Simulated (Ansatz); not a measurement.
Ideal-gas functions of `[OH][AlH][Cl]` at 600 K and 1 bar, from an Ansatz frequency run at PBE0-D4/def2-TZVP.

Molar mass 80.45 g/mol, point group Cs (symmetry number 1), electronic degeneracy 1, moments of inertia 20.377, 137.097, 157.474 u Å². Harmonic wavenumbers (cm⁻¹, unscaled): 200, 379, 489, 506, 604, 684, 884, 2016, 3959.

Use S(trans) = R[1.5 ln M + 2.5 ln T − 1.1517]; rotational temperatures θ = 24.2544 K / I; S(rot) = R[ln(√π/σ · √(T³/θAθBθC)) + 1.5]; for each mode x = 1.438777 ν̃/T, S = R[x/(eˣ − 1) − ln(1 − e⁻ˣ)] and H = RT x/(eˣ − 1); 1 cm⁻¹ = 0.0119627 kJ/mol; R = 8.31446 J/(mol·K).

Task: By hand: the entropy, in J/(mol·K).

Result: Translation 178.1. Rotation: θ = 1.1903, 0.1769, 0.154 K, giving 111.3. Vibration, mode by mode: 14.50, 9.39, 7.45, 7.20, 5.93, 5.07, 3.47, 0.39, 0.01, in all 53.4. Electronic 0.0. Sum 342.8 J/(mol·K).

Task: By hand: H − E and G − E in kJ/mol, counted from the electronic energy.

Result: Zero-point energy ½ × 9721 × 0.0119627 = 58.1; thermal vibration 18.0; translation, rotation and pV give 4 RT = 20.0. H − E = 96.1 kJ/mol, and G − E = 96.1 − 600 × 342.8/1000 = -109.6 kJ/mol.

Vibration gives 16 % of the entropy. The sum counts one conformer and one mirror image; others add a mixing term.
